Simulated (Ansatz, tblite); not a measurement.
# The cluster CdCl2: charged states by level of theory

The task here is to estimate one member of a computed series from the others.

Method: as each input shows; program: Ansatz 0.2.0, Gaussian basis.

The runs, in order: charge +1 doublet, at the geometry of the singlet (PBE0-D4/def2-TZVP, PBE-D4/def2-TZVP, r2SCAN-D4/def2-TZVP, CCSD(T)/def2-TZVPP); charge -1 doublet, at the geometry of the singlet (PBE0-D4/def2-TZVPD, PBE-D4/def2-TZVPD, r2SCAN-D4/def2-TZVPD, CCSD(T)/def2-TZVPD); the starting singlet's energies come from earlier runs.

4 further runs of the same task are left out: 4 set aside as unsound or not needed.

## The relaxed structure

The geometry is that of the singlet, from an earlier relaxation (r2SCAN-D4/def2-TZVP). At that level it is the lowest of the isomers that a small search found.

3 atoms, charge 0, spin multiplicity 1.

Atoms are counted from 1 here; the program's logs count them from 0.

Bond lengths: Cd1–Cl2 2.263 Å, Cd1–Cl3 2.263 Å. Angles: Cl2–Cd1–Cl3 179.6°.

Cd takes a core potential in the def2 sets. No spin-orbit coupling is included.

Set-up of the first run:

Input file in.yaml:

```yaml
crystal:
  periodic: [false, false, false]
  atoms:
    - {symbol: Cd, position_ang: [0.002088, 0.002543, 0.004259]}
    - {symbol: Cl, position_ang: [2.081889, -0.346572, -0.816010]}
    - {symbol: Cl, position_ang: [-2.083966, 0.344030, 0.811761]}
basis:
  gaussian: {orbitals: def2-TZVP}
total_charge: 1
magnetization: {spin_polarized: true, initial_magnetization: 1}
hamiltonian: {xc: pbe0, dispersion: d4}
output: {orbitals: {seedname: orbitals}}
```

The run is started by

```
$ ansatz run in.yaml --threads 4 --pin off --events-out ev --progress --plain --max-ram 3916MiB
```

Steps of the session up to this table: Charge +1 doublet at the fixed geometry, PBE0-D4/def2-TZVP; Charge +1 doublet at the fixed geometry, PBE-D4/def2-TZVP; Charge +1 doublet at the fixed geometry, r2SCAN-D4/def2-TZVP; Charge +1 doublet at the fixed geometry, CCSD(T)/def2-TZVPP.

One of the session's tables, all rows but one given; the rest of the session is left out.

It belongs to the step «Vertical ionisation energy». 

```
             method  vertical ionisation energy (eV)
      HF/def2-TZVPP                            10.43
   PBE-D4/def2-TZVP                            10.59
r2SCAN-D4/def2-TZVP                            10.80
  PBE0-D4/def2-TZVP                                ?
     MP2/def2-TZVPP                            11.62
    CCSD/def2-TZVPP                            11.38
 CCSD(T)/def2-TZVPP                            11.40
```

Q: Estimate the row for PBE0-D4/def2-TZVP from the others.

As computed: vertical ionisation energy (eV): 11.03. In the column «vertical ionisation energy (eV)» it lies between r2SCAN-D4/def2-TZVP (10.80) and CCSD/def2-TZVPP (11.38).

Caveats from the session: The anion's highest level is positive in at least one run, so there the basis alone may hold the extra electron.
